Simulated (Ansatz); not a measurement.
FNO, SMILES `O=NF` at its PBE0-D4/def2-TZVP geometry, where that method's forces vanish. Total charge 0; spin multiplicity 1.

```xyz
3

O     0.0316    0.1429   -1.0229
N    -0.5033    0.0357   -0.0371
F     0.4717   -0.1785    1.0601
```

Question: What forces (eV/Å) does PBE-D4/def2-TZVPP give on these atoms in Ansatz 0.2.0? (An estimate is asked.)

Answer: Computed: 
```
O1   0.841  0.214 -1.868
N2  -1.531 -0.037  0.917
F3   0.690 -0.176  0.951
```
